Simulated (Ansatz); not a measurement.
# C2H8Si (SMILES CC[SiH3]): a relaxed scan of the bond length C1–H5

How does the energy rise as the bond length C1–H5 leaves its equilibrium value, and do density functionals follow CCSD(T)? At each value the rest of the molecule is relaxed at PBE0-D4 with the distance held.

Method: single points in def2-TZVPP; program: Ansatz 0.2.0, Gaussian basis.

Levels: PBE-D4, r2SCAN-D4, PBE0-D4, B3LYP-D4, wB97M-V, Hartree-Fock, MP2, CCSD, CCSD(T). The scan takes 0.962, 1.000, 1.056, 1.121, 1.193, 1.271, 1.353, 1.440, 1.530 Å.

Correlated methods freeze the cores. B3LYP uses VWN-RPA correlation.

18 further runs of the same task are left out: 18 set aside as unsound or not needed.

## 1. The system as given

The minimum, relaxed at PBE0-D4: 11 atoms, charge 0, spin multiplicity 1.

Atoms are counted from 1 here; the program's logs count them from 0.

Bond lengths: C1–C2 1.526 Å, C1–H4 1.093 Å, C1–H5 1.093 Å, C1–H6 1.093 Å, C2–Si3 1.876 Å, C2–H7 1.095 Å, C2–H8 1.095 Å, Si3–H9 1.489 Å, Si3–H10 1.489 Å, Si3–H11 1.489 Å. Angles: C2–C1–H4 111.6°, C2–C1–H5 111.4°, C2–C1–H6 111.4°, H4–C1–H5 107.5°, H4–C1–H6 107.5°, H5–C1–H6 107.3°, C1–C2–Si3 113.4°, C1–C2–H7 110.5°, C1–C2–H8 110.5°, Si3–C2–H7 108.1°, Si3–C2–H8 108.1°, H7–C2–H8 106.0°, C2–Si3–H9 110.4°, C2–Si3–H10 110.4°, C2–Si3–H11 111.1°, H9–Si3–H10 108.0°, H9–Si3–H11 108.5°, H10–Si3–H11 108.5°.

Coordinates:

```mol
C2H8Si
  3D, bonds by distance, orders not assigned

 11 10  0  0  0  0  0  0  0  0999 V2000
   -0.8235    1.0669   -0.4236 C   0  0
   -0.5432   -0.4156   -0.1957 C   0  0
    1.1526   -0.7497    0.5346 Si  0  0
   -1.8174    1.2277   -0.8490 H   0  0
   -0.0971    1.5091   -1.1104 H   0  0
   -0.7716    1.6309    0.5114 H   0  0
   -0.6236   -0.9699   -1.1370 H   0  0
   -1.2937   -0.8488    0.4744 H   0  0
    1.2942   -0.0665    1.8505 H   0  0
    2.2174   -0.2327   -0.3694 H   0  0
    1.3711   -2.2085    0.7348 H   0  0
  1  2  8  0
  1  4  8  0
  1  5  8  0
  1  6  8  0
  2  3  8  0
  2  7  8  0
  2  8  8  0
  3  9  8  0
  3 10  8  0
  3 11  8  0
M  END
```

Energies of the minimum (eV), from earlier single points: PBE-D4 -10075.88157, r2SCAN-D4 -10081.07981, PBE0-D4 -10077.23886, B3LYP-D4 -10084.46262, wB97M-V -10080.94355, CCSD(T) -10066.19874.

At the minimum the bond length C1–H5 is 1.093 Å.

## 2. C1–H5 = 0.962 Å

File relax/in.yaml:

```yaml
crystal:
  periodic: [false, false, false]
  atoms:
    - {symbol: C, position_ang: [-0.823549, 1.066924, -0.423604]}
    - {symbol: C, position_ang: [-0.543207, -0.415636, -0.195651]}
    - {symbol: Si, position_ang: [1.152616, -0.749698, 0.534646]}
    - {symbol: H, position_ang: [-1.817422, 1.227676, -0.849021]}
    - {symbol: H, position_ang: [-0.184232, 1.456026, -1.028018]}
    - {symbol: H, position_ang: [-0.771575, 1.630891, 0.511389]}
    - {symbol: H, position_ang: [-0.623580, -0.969857, -1.137005]}
    - {symbol: H, position_ang: [-1.293674, -0.848809, 0.474370]}
    - {symbol: H, position_ang: [1.294203, -0.066462, 1.850540]}
    - {symbol: H, position_ang: [2.217433, -0.232745, -0.369431]}
    - {symbol: H, position_ang: [1.371131, -2.208456, 0.734784]}
basis:
  gaussian: {orbitals: def2-TZVP}
hamiltonian: {xc: pbe0, dispersion: d4}
relax: {f_tol: 0.005, max_steps: 200, constraints: [{distance: [0, 4]}]}
```

The command line of these runs was not kept.

Further steps of the session: C1–H5 = 1.000 Å; C1–H5 = 1.056 Å; C1–H5 = 1.121 Å; C1–H5 = 1.193 Å; C1–H5 = 1.271 Å; C1–H5 = 1.353 Å; C1–H5 = 1.440 Å; C1–H5 = 1.530 Å.

Q: Predict the outcome of this session. Wanted: highest point, CCSD(T); lowest point, CCSD(T); minimum along the scan, CCSD(T); RMS deviation from CCSD(T); largest T1 diagnostic.

As calculated:

```
                       quantity                                                                                              value
         highest point, CCSD(T)                                                                                1428 meV at 1.530 Å
          lowest point, CCSD(T)                                                                                   0 meV at 1.093 Å
minimum along the scan, CCSD(T)                                                                                            1.093 Å
                curvature there                                                                                         32.7 eV/Å²
     RMS deviation from CCSD(T)  PBE-D4 52, r2SCAN-D4 2, PBE0-D4 10, B3LYP-D4 11, wB97M-V 22, Hartree-Fock 94, MP2 45, CCSD 17 meV
          largest T1 diagnostic                                                                                              0.012
```

**Reading.** A polynomial through the near points puts the CCSD(T) minimum at the PBE0-D4 value. The third derivative is negative, the usual anharmonicity of a bond. Curvature against CCSD(T): PBE-D4 -4 %, Hartree-Fock +8 %. r2SCAN-D4 follows the CCSD(T) curve best and Hartree-Fock worst.
